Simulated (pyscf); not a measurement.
Thermochemistry of product channels of `[NH]=[Si]` [singlet] + `[SiH4]` on the singlet surface, in kcal/mol, from ωB97M-D3(BJ)/def2-TZVP energies (ideal gas, 1 atm, RRHO with modes under 100 cm⁻¹ raised to 100, one conformer, R ln 2 for chiral ones without a mode under 150 cm⁻¹). PySCF, gas phase, ωB97X-D3(BJ)/def2-SVP geometries.

| products | ΔE | ΔH(298 K) | ΔG(900 K) | ΔG(1200 K) |
|---|---|---|---|---|
| `[SiH][NH][SiH3]` [singlet] | -26.1 | -24.5 | +0.6 | +8.5 |
| `[Si]=[N][SiH3]` [singlet] + `[H][H]` | ___ | -15.5 | -14.0 | ___ |
| `[NH]=[SiH][SiH3]` | +2.4 | +2.9 | +26.0 | +33.0 |
| `[NH]=[SiH2]` + `[SiH2]` [singlet] | +57.6 | +55.4 | +48.2 | +45.7 |
| `[NH2][Si][SiH3]` [singlet] | ___ | -11.1 | +12.3 | +19.6 |

**Question.** Fill in the missing entries.

**Answer.** 
- `[Si]=[N][SiH3]` [singlet] + `[H][H]`, ΔE: -13.0
- `[Si]=[N][SiH3]` [singlet] + `[H][H]`, ΔG(1200 K): -14.1
- `[NH2][Si][SiH3]` [singlet], ΔE: -14.3

The channel to :HSi–NH–SiH₃ [singlet] turns unfavourable between 298 and 1200 K (ΔG from -16.1 kcal/mol to +8.5 kcal/mol). The channel to H₂N–Si:–SiH₃ [singlet] turns unfavourable between 298 and 1200 K (ΔG from -3.1 kcal/mol to +19.6 kcal/mol).

These are energies of the channels, which say nothing of barriers. HN=SiH₂ lies 18.2 kcal/mol over its isomer H₂N–SiH: [singlet] (electronic energy, ωB97M-D3(BJ)/def2-TZVP).
